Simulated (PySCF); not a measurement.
**PySCF run on MgF**

File input.py (PySCF 2.14):

```python
from pyscf import gto, scf, cc

mol = gto.M(
    atom='Mg 0 0 0; F 0 0 1.924',
    basis='6-311g**',
    charge=0,
    spin=1,
    symmetry=True,
    verbose=3,
)
mf = scf.ROHF(mol)
mf.kernel()
mycc = cc.CCSD(mf, frozen=2)
mycc.kernel()
mycc.ccsd_t()
mf.dip_moment()
print('orbital energies (hartree):', mf.mo_energy[..., max(0, mol.nelec[1]-3):mol.nelec[0]+3].round(4))
```

```bash
$ OMP_NUM_THREADS=1 python input.py
```

Output:

```
converged SCF energy = -299.11488011017

WARN: RCCSD method does not support ROHF method. ROHF object is converted to UHF object and UCCSD method is called.

E(UCCSD) = -299.4532666555789  E_corr = -0.3383865454092818
UCCSD(T) correction = -0.00573083390069596
Dipole moment(X, Y, Z, Debye):  0.00000,  0.00000, -4.04049
orbital energies (hartree): [-0.5277 -0.5057 -0.5057 -0.1401  0.043   0.043   0.0907]
```

In short: E(SCF) = -299.114880 Eh, E(CCSD) − E(SCF) = -0.33839 Eh, (T) = -0.00573 Eh, μz(SCF) = -4.04 D.

Hardware: Intel Xeon 6975P-C, 1 thread, shared host. Wall time 4.2 s, peak memory 0.24 GiB.

The bond length is a typed value, not an optimised one. No search for the lowest solution was made.
